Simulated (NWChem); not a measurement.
Species: CH cation, singlet

```xyz
2

C      0.0000     0.0000    -0.1416
H      0.0000     0.0000     0.9988
```
Atoms are numbered in this order, from 1.

Low-valent species are run as closed-shell singlets; no triplet was tried in these runs. Coordinates come from a PBE0-D3(BJ)/def2-TZVP optimisation.

### Question
List the 4 lowest vertical singlet excitations from PBE/def2-SVPD, TDA (NWChem).

### Answer
```json
[
 {"state": "S1", "energy (eV)": "2.99", "oscillator strength": "0.011", "leading excitation (squared amplitude)": "HOMO → LUMO (0.98)"},
 {"state": "S2", "energy (eV)": "2.99", "oscillator strength": "0.011", "leading excitation (squared amplitude)": "HOMO → LUMO+1 (0.98)"},
 {"state": "S3", "energy (eV)": "12.38", "oscillator strength": "0.310", "leading excitation (squared amplitude)": "HOMO → LUMO+2 (0.88)"},
 {"state": "S4", "energy (eV)": "13.21", "oscillator strength": "0.218", "leading excitation (squared amplitude)": "HOMO−1 → LUMO (0.88)"}
]
```
